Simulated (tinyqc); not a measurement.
CCSD on RHF in the sto-6g basis, frozen core, for OH-, spin multiplicity 1, step by step. The basis has no diffuse functions, so it cannot describe the extra electron: this is an exercise in the method, not the real anion. Computed by tinyqc, a small Python program that keeps every step (integrals from PySCF). Settings: charge = -1, multiplicity = 1, basis = sto-6g, method = RHF, frozen orbitals = 1, energy threshold = 1e-10, iteration cap = 79, orthogonalisation = canonical, start = atomic densities, DIIS depth = 6, amplitude equations = CCSD, DIIS depth for amplitudes = 0, cap on updates = 53. Command: `OMP_NUM_THREADS=1 python tinyqc.py 27761 27762 out.jsonl` (the two numbers bound the seeds that draw the settings). One thread of a shared host (Intel(R) Xeon(R) Processor @ 2.60GHz), about 0.3 s of CPU time with the checks. The early iterations of the SCF are left out here.

## One-electron integrals

Geometry (angstrom):
```
atom,x,y,z
O,0.0000,0.0000,0.0000
H,0.0000,0.0000,0.9680
```

Basis sto-6g: exponents (1/bohr^2) and contraction coefficients of normalised primitives:
```
element,l (shell),exponent,coefficient
O,s (1),1355.5842,0.0092
O,s (1),248.5449,0.0494
O,s (1),69.5339,0.1685
O,s (1),23.8868,0.3706
O,s (1),9.2759,0.4165
O,s (1),3.8203,0.1303
O,s (2),52.1878,-0.0133
O,s (2),10.3293,-0.0470
O,s (2),3.2103,-0.0338
O,s (2),1.2351,0.2502
O,s (2),0.5364,0.5951
O,s (2),0.2459,0.2407
O,p (3),52.1878,0.0038
O,p (3),10.3293,0.0377
O,p (3),3.2103,0.1739
O,p (3),1.2351,0.4180
O,p (3),0.5364,0.4259
O,p (3),0.2459,0.1017
H,s (1),35.5232,0.0092
H,s (1),6.5131,0.0494
H,s (1),1.8221,0.1685
H,s (1),0.6260,0.3706
H,s (1),0.2431,0.4165
H,s (1),0.1001,0.1303
```

Overlap, kinetic and nuclear-attraction integrals over the contracted functions; the nuclear repulsion is the sum of Za Zb / Rab.

nuclear repulsion = 4.373365 hartree

overlap S:
```
,1O 1s,1O 2s,1O 2px,1O 2py,1O 2pz,2H 1s
1O 1s,1.0000,0.2311,0.0000,0.0000,0.0000,0.0541
1O 2s,0.2311,1.0000,0.0000,0.0000,0.0000,0.4697
1O 2px,0.0000,0.0000,1.0000,0.0000,0.0000,0.0000
1O 2py,0.0000,0.0000,0.0000,1.0000,0.0000,0.0000
1O 2pz,0.0000,0.0000,0.0000,0.0000,1.0000,0.3889
2H 1s,0.0541,0.4697,0.0000,0.0000,0.3889,1.0000
```

kinetic energy T (hartree):
```
,1O 1s,1O 2s,1O 2px,1O 2py,1O 2pz,2H 1s
1O 1s,29.3272,-0.8960,0.0000,0.0000,0.0000,-0.0028
1O 2s,-0.8960,0.8426,0.0000,0.0000,0.0000,0.1228
1O 2px,0.0000,0.0000,2.5313,0.0000,0.0000,0.0000
1O 2py,0.0000,0.0000,0.0000,2.5313,0.0000,0.0000
1O 2pz,0.0000,0.0000,0.0000,0.0000,2.5313,0.2737
2H 1s,-0.0028,0.1228,0.0000,0.0000,0.2737,0.7685
```

nuclear attraction V (hartree):
```
,1O 1s,1O 2s,1O 2px,1O 2py,1O 2pz,2H 1s
1O 1s,-61.8050,-6.2776,0.0000,0.0000,-0.0161,-1.6876
1O 2s,-6.2776,-9.5401,0.0000,0.0000,-0.1794,-3.5773
1O 2px,0.0000,0.0000,-9.4989,0.0000,0.0000,0.0000
1O 2py,0.0000,0.0000,0.0000,-9.4989,0.0000,0.0000
1O 2pz,-0.0161,-0.1794,0.0000,0.0000,-9.6213,-2.6987
2H 1s,-1.6876,-3.5773,0.0000,0.0000,-2.6987,-5.4599
```

core Hamiltonian H = T + V (hartree):
```
,1O 1s,1O 2s,1O 2px,1O 2py,1O 2pz,2H 1s
1O 1s,-32.4778,-7.1737,0.0000,0.0000,-0.0161,-1.6905
1O 2s,-7.1737,-8.6975,0.0000,0.0000,-0.1794,-3.4545
1O 2px,0.0000,0.0000,-6.9676,0.0000,0.0000,0.0000
1O 2py,0.0000,0.0000,0.0000,-6.9676,0.0000,0.0000
1O 2pz,-0.0161,-0.1794,0.0000,0.0000,-7.0900,-2.4250
2H 1s,-1.6905,-3.4545,0.0000,0.0000,-2.4250,-4.6914
```

## Two-electron integrals

Functions are numbered as in S; the eight-fold symmetry (ij|kl) = (ji|kl) = (kl|ij) leaves the list below.

Two-electron integrals (ij|kl) in chemists' order, unique and non-zero (hartree):
```
i,j,k,l,(ij|kl)
1,1,1,1,4.7875
2,1,1,1,0.6759
2,1,2,1,0.1215
2,2,1,1,1.1174
2,2,2,1,0.2492
2,2,2,2,0.8174
3,1,3,1,0.0258
3,2,3,1,0.0391
3,2,3,2,0.1807
3,3,1,1,1.1174
3,3,2,1,0.2492
3,3,2,2,0.8174
3,3,3,3,0.8807
4,1,4,1,0.0258
4,2,4,1,0.0391
4,2,4,2,0.1807
4,3,4,3,0.0475
4,4,1,1,1.1174
4,4,2,1,0.2492
4,4,2,2,0.8174
4,4,3,3,0.7857
4,4,4,4,0.8807
5,1,5,1,0.0258
5,2,5,1,0.0391
5,2,5,2,0.1807
5,3,5,3,0.0475
5,4,5,4,0.0475
5,5,1,1,1.1174
5,5,2,1,0.2492
5,5,2,2,0.8174
5,5,3,3,0.7857
5,5,4,4,0.7857
5,5,5,5,0.8807
6,1,1,1,0.1688
6,1,2,1,0.0291
6,1,2,2,0.0583
6,1,3,3,0.0582
6,1,4,4,0.0582
6,1,5,1,0.0014
6,1,5,2,0.0028
6,1,5,5,0.0585
6,1,6,1,0.0071
6,2,1,1,0.3962
6,2,2,1,0.0895
6,2,2,2,0.3234
6,2,3,3,0.3181
6,2,4,4,0.3181
6,2,5,1,0.0071
6,2,5,2,0.0518
6,2,5,5,0.3339
6,2,6,1,0.0215
6,2,6,2,0.1568
6,3,3,1,0.0101
6,3,3,2,0.0564
6,3,5,3,0.0108
6,3,6,3,0.0226
6,4,4,1,0.0101
6,4,4,2,0.0564
6,4,5,4,0.0108
6,4,6,4,0.0226
6,5,1,1,0.2793
6,5,2,1,0.0640
6,5,2,2,0.2467
6,5,3,3,0.2355
6,5,4,4,0.2355
6,5,5,1,0.0147
6,5,5,2,0.0941
6,5,5,5,0.2692
6,5,6,1,0.0161
6,5,6,2,0.1454
6,5,6,5,0.1563
6,6,1,1,0.5268
6,6,2,1,0.1213
6,6,2,2,0.4993
6,6,3,3,0.4791
6,6,4,4,0.4791
6,6,5,1,0.0130
6,6,5,2,0.1274
6,6,5,5,0.5396
6,6,6,1,0.0295
6,6,6,2,0.3012
6,6,6,5,0.3194
6,6,6,6,0.7750
```

## Orthogonalisation

S = U s U^T; canonical form X = U s^(-1/2), so that X^T S X = 1. Each column of U has its largest component positive (the first on a tie).

eigenvalues of S: 0.3766  0.8432  1.0000  1.0000  1.1265  1.6537

X:
```
,1,2,3,4,5,6
1O 1s,0.2489,0.7764,0.0000,0.0000,0.5974,0.2003
1O 2s,-0.9319,-0.4743,0.0000,0.0000,0.3722,0.4448
1O 2px,0.0000,0.0000,0.8032,0.5957,0.0000,0.0000
1O 2py,0.0000,0.0000,-0.5957,0.8032,0.0000,0.0000
1O 2pz,-0.6952,0.5551,0.0000,0.0000,-0.5956,0.3096
2H 1s,1.1143,-0.2237,0.0000,0.0000,-0.1937,0.5204
```

Within a degenerate level the vectors are fixed only up to a rotation; this is one choice.

## Iteration 7 (converged): orbitals

converged F (hartree):
```
,1O 1s,1O 2s,1O 2px,1O 2py,1O 2pz,2H 1s
1O 1s,-19.6387,-4.7772,0.0000,0.0000,-0.0238,-1.1261
1O 2s,-4.7772,-1.6761,0.0000,0.0000,-0.0608,-0.7120
1O 2px,0.0000,0.0000,0.2435,0.0000,0.0000,0.0000
1O 2py,0.0000,0.0000,0.0000,0.2435,0.0000,0.0000
1O 2pz,-0.0238,-0.0608,0.0000,0.0000,0.4145,-0.3133
2H 1s,-1.1261,-0.7120,0.0000,0.0000,-0.3133,-0.1347
```

Diagonalise F' = X^T F X, C = X C', fill 5 alpha and 5 beta electrons from the bottom; D = 2 C_occ C_occ^T. Each column has its largest component positive (the first on a tie).

F' = X^T F X (hartree):
```
,1,2,3,4,5,6
1,0.8462,-1.5467,0.0000,0.0000,-0.8785,-0.4504
2,-1.5467,-8.2469,0.0000,0.0000,-8.7037,-4.0512
3,0.0000,0.0000,0.2435,0.0000,0.0000,0.0000
4,0.0000,0.0000,0.0000,0.2435,0.0000,0.0000
5,-0.8785,-8.7037,0.0000,0.0000,-8.8882,-4.5757
6,-0.4504,-4.0512,0.0000,0.0000,-4.5757,-2.6529
```

orbital energies (hartree): MO1 -19.6422, MO2 -0.6021, MO3 0.0667, MO4 0.2435, MO5 0.2435, MO6 1.2356

coefficients C:
```
,MO1,MO2,MO3,MO4,MO5,MO6
1O 1s,0.9966,-0.2243,0.1051,0.0000,0.0000,0.0845
1O 2s,0.0153,0.8561,-0.5913,0.0000,0.0000,-0.5891
1O 2px,0.0000,0.0000,0.0000,0.9910,-0.1338,0.0000
1O 2py,0.0000,0.0000,0.0000,0.1338,0.9910,0.0000
1O 2pz,0.0029,0.0671,0.5514,0.0000,0.0000,-0.9662
2H 1s,-0.0045,0.2725,0.6636,0.0000,0.0000,1.0419
```

D after iteration 7:
```
,1O 1s,1O 2s,1O 2px,1O 2py,1O 2pz,2H 1s
1O 1s,2.1092,-0.4779,0.0000,0.0000,0.0915,0.0083
1O 2s,-0.4779,2.1655,0.0000,0.0000,-0.5371,-0.3184
1O 2px,0.0000,0.0000,2.0000,0.0000,0.0000,0.0000
1O 2py,0.0000,0.0000,0.0000,2.0000,0.0000,0.0000
1O 2pz,0.0915,-0.5371,0.0000,0.0000,0.6172,0.7685
2H 1s,0.0083,-0.3184,0.0000,0.0000,0.7685,1.0294
```

Within a degenerate level the vectors are fixed only up to a rotation; this is one choice.

## Convergence

Stop when the energy changes by less than 1e-10 hartree and every element of the error matrix X^T (F D S - S D F) X is below 3e-06.

Course of the cycle:
```
iteration,E (hartree),change,largest element of the error matrix
1,-80.127135,-,9.37e-01
2,-74.764197,5.36e+00,1.18e-01
3,-74.778292,-1.41e-02,2.23e-02
4,-74.778661,-3.69e-04,3.16e-03
5,-74.778666,-5.13e-06,4.76e-05
6,-74.778666,-1.14e-09,4.51e-07
7,-74.778666,-1.28e-13,1.67e-09
```

PySCF RHF in the same basis = -74.778666 hartree

Converged in 7 iterations.

## Integrals over molecular orbitals

(pq|rs) = sum C_ip C_jq C_kr C_ls (ij|kl), one index at a time.

one-electron integrals over orbitals h = C^T H C (hartree):
```
,1,2,3,4,5,6
1,-32.4639,0.5904,-0.2748,0.0000,0.0000,-0.2291
2,0.5904,-7.1477,0.7097,0.0000,0.0000,1.1134
3,-0.2748,0.7097,-5.9146,0.0000,0.0000,1.3353
4,0.0000,0.0000,0.0000,-6.9676,0.0000,0.0000
5,0.0000,0.0000,0.0000,0.0000,-6.9676,0.0000
6,-0.2291,1.1134,1.3353,0.0000,0.0000,-5.6236
```

Two-electron integrals over orbitals (pq|rs), unique and non-zero (hartree); the lowest 1 orbital is frozen and left out:
```
p,q,r,s,(pq|rs)
2,2,2,2,0.7271
3,2,2,2,-0.0205
3,2,3,2,0.1501
3,3,2,2,0.6464
3,3,3,2,-0.0325
3,3,3,3,0.6713
4,2,4,2,0.1460
4,3,4,2,-0.0537
4,3,4,3,0.0480
4,4,2,2,0.7486
4,4,3,2,-0.1005
4,4,3,3,0.6479
4,4,4,4,0.8807
5,2,5,2,0.1460
5,3,5,2,-0.0537
5,3,5,3,0.0480
5,4,5,4,0.0475
5,5,2,2,0.7486
5,5,3,2,-0.1005
5,5,3,3,0.6479
5,5,4,4,0.7857
5,5,5,5,0.8807
6,2,2,2,-0.1137
6,2,3,2,-0.0167
6,2,3,3,-0.0139
6,2,4,4,-0.1225
6,2,5,5,-0.1225
6,2,6,2,0.1096
6,3,2,2,-0.0928
6,3,3,2,0.1189
6,3,3,3,-0.0646
6,3,4,4,-0.1470
6,3,5,5,-0.1470
6,3,6,2,0.0440
6,3,6,3,0.1572
6,4,4,2,-0.0432
6,4,4,3,-0.0067
6,4,6,4,0.0387
6,5,5,2,-0.0432
6,5,5,3,-0.0067
6,5,6,5,0.0387
6,6,2,2,0.6867
6,6,3,2,0.0363
6,6,3,3,0.6487
6,6,4,4,0.6661
6,6,5,5,0.6661
6,6,6,2,-0.0891
6,6,6,3,-0.0343
6,6,6,6,0.7270
```

## CCSD: starting amplitudes

t_ij^ab = <ij||ab> / (e_i + e_j - e_a - e_b), whose energy is MP2.

Starting amplitudes (spin orbitals 1a, 1b, ...; amplitudes related by a flip of all spins are not repeated):
```
from,to,t
3a 3b,6a 6b,-0.0672
2a 2b,6a 6b,-0.0298
5a 5b,6a 6b,-0.0195
4a 4b,6a 6b,-0.0195
2a 3b,6a 6b,-0.0146
```

correlation energy = -0.016636 hartree

## CCSD: amplitude update 1

t_i^a D_i^a and t_ij^ab D_ij^ab are set to the remaining terms of the spin-orbital equations, evaluated with the old amplitudes; for the doubles these are <ij||ab> + 1/2 <ab||ef> t_ij^ef + 1/2 <mn||ij> t_mn^ab + P(ij)P(ab) <mb||ej> t_im^ae + terms in t^2 + terms with t1, D the orbital-energy denominators.

Amplitudes after update 1 (spin orbitals 1a, 1b, ...; amplitudes related by a flip of all spins are not repeated):
```
from,to,t
3a 3b,6a 6b,-0.0902
2a 2b,6a 6b,-0.0345
5a 5b,6a 6b,-0.0255
4a 4b,6a 6b,-0.0255
2a 3b,6a 6b,-0.0214
2a,6a,-0.0024
3a,6a,-3.34e-05
```

correlation energy = -0.021809 hartree

## CCSD: amplitude update 2

As before.

Amplitudes after update 2 (spin orbitals 1a, 1b, ...; amplitudes related by a flip of all spins are not repeated):
```
from,to,t
3a 3b,6a 6b,-0.0985
2a 2b,6a 6b,-0.0345
5a 5b,6a 6b,-0.0275
4a 4b,6a 6b,-0.0275
2a 3b,6a 6b,-0.0240
2a,6a,-0.0039
3a,6a,-3.26e-04
```

correlation energy = -0.023512 hartree

## CCSD: amplitude update 3

As before.

Amplitudes after update 3 (spin orbitals 1a, 1b, ...; amplitudes related by a flip of all spins are not repeated):
```
from,to,t
3a 3b,6a 6b,-0.1017
2a 2b,6a 6b,-0.0341
5a 5b,6a 6b,-0.0283
4a 4b,6a 6b,-0.0283
2a 3b,6a 6b,-0.0249
2a,6a,-0.0046
3a,6a,-0.0005
```

correlation energy = -0.024108 hartree

## CCSD: convergence

E_corr = 1/4 sum <ij||ab> t_ij^ab + 1/2 sum <ij||ab> t_i^a t_j^b; stop when the norm of the change is below 1e-8.

Course of the amplitude iterations:
```
update,correlation energy (hartree),norm of the change
0,-0.016636,-
1,-0.021809,5.34e-02
2,-0.023512,1.93e-02
3,-0.024108,7.40e-03
4,-0.024327,2.96e-03
5,-0.024411,1.21e-03
6,-0.024444,5.00e-04
7,-0.024457,2.09e-04
8,-0.024462,8.85e-05
9,-0.024464,3.78e-05
10,-0.024465,1.63e-05
11,-0.024466,7.15e-06
12,-0.024466,3.17e-06
13,-0.024466,1.43e-06
14,-0.024466,6.54e-07
15,-0.024466,3.04e-07
16,-0.024466,1.44e-07
17,-0.024466,6.89e-08
18,-0.024466,3.34e-08
19,-0.024466,1.64e-08
20,-0.024466,8.10e-09
```

Converged amplitudes (spin orbitals 1a, 1b, ...; amplitudes related by a flip of all spins are not repeated):
```
from,to,t
3a 3b,6a 6b,-0.1038
2a 2b,6a 6b,-0.0335
5a 5b,6a 6b,-0.0289
4a 4b,6a 6b,-0.0289
2a 3b,6a 6b,-0.0255
2a,6a,-0.0051
3a,6a,-0.0007
```

CCSD total energy = -74.803132 hartree

T1 diagnostic, norm of the one-spin t1 over sqrt(correlated electrons) = 0.0018

Converged in 20 updates.
